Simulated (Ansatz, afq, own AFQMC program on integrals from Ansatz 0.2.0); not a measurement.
Where AFQMC and coupled cluster stand for AlGeH$_{3}$, singlet

```xyz
5

Ge    0.0017    0.0000    0.6723
Al   -0.0910    0.0000   -1.6422
H     0.8330    1.0566   -0.3946
H     0.8330   -1.0566   -0.3946
H     0.6458    0.0000   -3.7013
```

Connectivity, by distances: Ge–Al ··· H, 2 bridging H.

Basis cc-pVDZ. Noble-gas cores (and the filled d shells of Ga–Kr and In–Xe) are frozen. Integrals, coupled cluster, full CI and functionals: Ansatz 0.2.0; the random walks run on the same integrals in our own AFQMC program. ph-AFQMC/CISD is guided by a CISD state made of CCSD amplitudes; releasing the constraint for a short imaginary time cuts its bias at the price of noise, slowly where states lie close. Uncertainties: one standard error, sampling alone. No spin–orbit coupling.

Determinant: UHF, the one that the program's search chose, which needn't be the lowest solution. The geometry is a point of a scan.

No full CI on the walks' own integrals is used here; CCSDT(Q) serves as the reference and is uncertain by about the last step of the cluster series.

Cautions: no relativity below Rb; no spin-orbit coupling; inner d shell frozen; higher spins were not checked; an unrestricted solution with more broken spin lies lower (53 meV, ⟨S²⟩ 0.36), while this determinant keeps restricted orbitals; raised T1 diagnostic (T1 0.022, weight of the determinant 0.84, largest double 0.13).

The T1 diagnostic is 0.0217 and the weight of the determinant in the CISD state is 0.836. The ⟨S²⟩ of the determinant is 0.000. The size of the correlated space is 10 electrons in 41 orbitals.

```tsv
level	correlation energy (eV)
MP2	-4.5549
CCSD	-5.5951
CCSD(T)	-5.8371
```

(1) Estimate where phaseless AFQMC with the Hartree–Fock trial lies against CCSD(T) on the same integrals.

(1) 1.65 ± 1.90 mEh above CCSD(T). The gap is under twice the noise, so this walk alone can't tell the two apart.

Reference: CCSDT(Q), correlation energy -5.897 eV. The released energy is read at 2.40 1/Eh (meV from the phaseless value at times in 1/Eh: -19 ± 20 at 0.24, -7 ± 17 at 0.51, -11 ± 15 at 0.99, 1 ± 23 at 1.62, 8 ± 18 at 2.40).

| level | E − E(reference) (mEh) | share of correlation (%) |
| --- | --- | --- |
| CCSD(T) | 2.21 | 98.98 |
| CCSDT | 0.64 | 99.70 |
| ph-AFQMC/HF | 3.86 ± 1.90 | 98.22 |
| ph-AFQMC/CISD | 0.46 ± 0.73 | 99.79 |
| released AFQMC | 0.75 ± 0.65 | 99.65 |

A walk keeps the symmetry of its determinant, which the program's search chose and which needn't be the lowest solution, so a lower state of the same spin and another symmetry isn't excluded. Released energies are given only where the last usable release times agree within the noise; a slower fall can still hide under it.
